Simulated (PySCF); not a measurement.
## Partners of Na+

Gas-phase complexes of Na+ (charge +1), each in one structure from a short search with a few starts, optimised by PBE0-D3(BJ)/def2-TZVPD; other ways of binding may lie lower. Energies in kcal/mol, wB97M-D3(BJ)/def2-TZVPD, counterpoise-corrected (PySCF): interaction is complex less parts frozen as they stand in it, binding adds what it costs to deform them. Contacts are written partner···Na+; electrostatic, Pauli and orbital are terms of the uncorrected same energy, whose rest is dispersion or correlation.

Frequency runs check only 4 of the 5 structures; these show no clear imaginary mode.

Order these partners of Na+ by binding energy, strongest first: ammonia, water, methanol, acetonitrile, hydrogen fluoride.

acetonitrile (-33.3), ammonia (-28.6), methanol (-26.3), water (-24.3), hydrogen fluoride (-16.2).
```csv
partner,contact,distance (Å),binding,interaction,electrostatic,Pauli,orbital
acetonitrile,N···Na,2.25,-33.3,-33.4,-33.2,10.8,-10.6
ammonia,N···Na,2.34,-28.6,-28.7,-32.0,12.0,-8.2
methanol,O···Na,2.19,-26.3,-26.5,-26.5,9.5,-8.8
water,O···Na,2.21,-24.3,-24.3,-25.1,8.1,-6.9
hydrogen fluoride,F···Na,2.17,-16.2,-16.2,-15.0,4.3,-5.3
```
